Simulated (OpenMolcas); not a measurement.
**BH2O (SMILES B[O]) at 6 levels**

We compute a comparison of 6 runs (UHF/STO-3G, UB3LYP/STO-3G, UPBE/STO-3G, UPBE0/STO-3G, ROMP2/STO-3G, ROCCSD(T)/STO-3G) of BH2O. 

Program for the calculation: OpenMolcas 26.06.

### 1 The molecule

The species is BH2O (4 atoms), meant as a doublet with charge 0. SMILES: `B[O]`. The B1–H3 distance was set to 2.422 Å, away from the relaxed value. At this shape a bond of the SMILES string is far longer than usual.

Bond lengths: B1–O2 1.281 Å, B1–H4 1.211 Å. Angles: O2–B1–H4 119.9°.

### 2 A single-point energy at UHF/STO-3G (run 1)

Contents of geom.xyz:

```xyz
4

B      1.050438     0.567121    -0.181806
O      2.076838     0.236621     0.510194
H     -1.052600    -0.587700     0.151600
H      1.135438     1.455921    -1.000306
```

Contents of test.input:

```
&GATEWAY
  BasLib
  $CurrDir
  Coord
  geom.xyz
  Basis
  STO-3G
  Group
  NoSym

&SEWARD

&SCF
  UHF
  Spin
  2
  Thresholds
  1e-10 1e-07 1e-07 1e-05
  PrOrbitals
  1 1
```

The basis set STO-3G is read from a file made from the Basis Set Exchange's data (not shown).

Started as:

```console
$ export MOLCAS_MEM=1860
$ pymolcas test.input > test.log
```

The log of the run:

```text
--- Start Module: gateway ---
[...]
--- Stop Module: gateway /rc=_RC_ALL_IS_WELL_ ---
--- Start Module: seward ---
[...]
      Basis functions           12
--- Stop Module: seward /rc=_RC_ALL_IS_WELL_ ---
--- Start Module: scf ---
[...]
       Convergence after  28 Iterations
[...]
::    Total SCF energy                                -99.2430817992
[...]
      Total spin, S                                     0.7700788927
[...]
      Total electronic charge=   15.000000
      Total            charge=   -0.000000
[...]
      Dipole Moment (debye):
      Origin of the operator (angstrom)=    1.5461    0.3757    0.1828
                   X= -6.4166E-01               Y=  1.1152E-01               Z= -3.4171E-01           Total=  7.3548E-01
      Quadrupole Moment (debye*angstrom):
[...]
--- Stop Module: scf /rc=_RC_ALL_IS_WELL_ ---
[...]
```

It took 2 s on 1 thread of Arm Neoverse V1, shared host; peak memory 0.37 GiB.

### 3 The energy at UB3LYP/STO-3G (run 2)

geom.xyz is that of step 2.

Contents of test.inp:

```
&GATEWAY
BasLib=$CurrDir
Coord=geom.xyz
Basis=STO-3G
Group=NoSym
&SEWARD
GridInput
Grid=UltraFine
End of Grid
&SCF
UHF
Spin=2
KSDFT=B3LYP
Thresholds=1e-10 1e-07 1e-07 1e-05
PrOrbitals=1 1
```

The basis set STO-3G is read from a file made from the Basis Set Exchange's data (not shown).

Started as:

```console
$ export MOLCAS_MEM=1860
$ pymolcas test.inp > test.log
```

The log of the run:

```text
--- Start Module: gateway ---
[...]
--- Stop Module: gateway /rc=_RC_ALL_IS_WELL_ ---
--- Start Module: seward ---
[...]
      Basis functions           12
--- Stop Module: seward /rc=_RC_ALL_IS_WELL_ ---
--- Start Module: scf ---
[...]
       Convergence after  15 Iterations
[...]
::    Total KS-DFT energy                             -99.7732844995
[...]
      Total spin, S                                     0.5198647147
[...]
      Total electronic charge=   15.000000
      Total            charge=   -0.000000
[...]
      Dipole Moment (debye):
      Origin of the operator (angstrom)=    1.5461    0.3757    0.1828
                   X= -1.1572E+00               Y=  6.0192E-02               Z= -4.8152E-01           Total=  1.2548E+00
      Quadrupole Moment (debye*angstrom):
[...]
--- Stop Module: scf /rc=_RC_ALL_IS_WELL_ ---
[...]
```

Run time: 6 s. Hardware: 1 thread of Arm Neoverse V1, shared host; peak memory 0.37 GiB.

Runs 3 to 5 aren't shown in full; the table further down has their settings and results.

### 4 The energy at ROCCSD(T)/STO-3G (run 6)

geom.xyz is that of step 3.

Contents of test.input:

```
&GATEWAY
 BasLib=$CurrDir
 Coord=geom.xyz
 Basis=STO-3G
 Group=NoSym

&SEWARD

&SCF
 UHF
 Spin=2
 Thresholds=1e-10 1e-07 1e-07 1e-05
 PrOrbitals=1 1

&RASSCF
 FileOrb=$Project.UnaOrb
 Spin=2
 Nactel=1 0 0
 Inactive=7
 Ras2=1
 OutOrbitals=Canonical
 OrbListing=Nothing

&MOTRA
 JobIph
 Frozen=2

&CCSDT
 CCT
 Triples=3
 Iterations=80
 Accuracy=1e-08
 Extrapolation=5 4
```

The basis set STO-3G is read from a file made from the Basis Set Exchange's data (not shown).

Started as:

```console
$ export MOLCAS_MEM=1860
$ pymolcas test.input > test.log
```

The log of the run:

```text
--- Start Module: gateway ---
[...]
--- Stop Module: gateway /rc=_RC_ALL_IS_WELL_ ---
[...]
      Basis functions           12
[...]
       Convergence after  28 Iterations
[...]
::    Total SCF energy                                -99.2430817992
[...]
      Total spin, S                                     0.7700788927
[...]
      Number of active orbitals                  1
[...]
      Spin quantum number                      0.5
[...]
      Active orbitals                            1
[...]
      Number of CSFs                             1
[...]
      Number of root(s) required                 1
[...]
      Convergence after 16 iterations
[...]
      printout of CI-coefficients larger than  0.05 for root  1
      energy=     -99.213435
      conf/sym  1     Coeff  Weight
             1  u   1.00000 1.00000
      Natural orbitals and occupation numbers for root  1
      sym 1:   1.000000
      ************************************************************************************************************************
      *                                                    Final results                                                     *
[...]
::    RASSCF root number  1 Total energy:    -99.21343463
[...]
      Total electronic charge=   15.000000
      Total            charge=   -0.000000
[...]
      Dipole Moment (debye):
      Origin of the operator (angstrom)=    1.5461    0.3757    0.1828
                   X= -1.7138E+00               Y=  2.3061E-01               Z= -8.4838E-01           Total=  1.9262E+00
      Quadrupole Moment (debye*angstrom):
[...]
--- Start Module: motra ---
[...]
--- Start Module: ccsdt ---
[...]
      Convergence after                    20  Iterations
      Total energy (diff) :     -99.37431455      -0.00000000
[...]
 METHOD                       : CCSD+T(CCSD)+<T3(1)WT1>+<T3(1)UT2> = CCSD(T)
[...]
       CCSD     =       -99.3743145504352
[...]
```

It took 2.9 s on 1 thread of Arm Neoverse V1, shared host; peak memory 0.37 GiB.

### 5 The series

```tsv
run	level	integration grid	frozen core orbitals	energy (Eh)	dipole moment (D)	HOMO energy (eV)	LUMO energy (eV)	wall time
1	UHF/STO-3G	–	–	-99.243082	0.74	-9.65	6.89	2 s
2	UB3LYP/STO-3G	UltraFine	–	-99.773284	1.25	-6.23	-0.38	6 s
3	UPBE/STO-3G	UltraFine	–	-99.658697	1.25	-4.78	-0.72	5.1 s
4	UPBE0/STO-3G	UltraFine	–	-99.661509	1.35	-6.53	0.41	6 s
5	ROMP2/STO-3G	–	2	-99.368313	–	–	–	2.8 s
6	ROCCSD(T)/STO-3G	–	2	-99.384894	–	–	–	2.9 s
```

### 6 Results

```
             quantity         value
  run 6: total energy  -99.38489 Eh
run 6: (T) correction    -10.58 mEh
```

**Reading.** Over runs 1, 2, 3, 4 the dipole moment (its size) runs from 0.74 D (UHF/STO-3G) to 1.35 D (UPBE0/STO-3G). Totals of different functionals can't be ranked against each other. In runs 1, 2, 3, 4, 5, 6 the basis is minimal, so the values are rough. Spin contamination of the reference: run 1 ⟨S²⟩ = 1.36. Where it is this large, the reference is a mixture of spin states, and values that rest on it are in doubt. All runs together took 25 s, the longest 6 s.
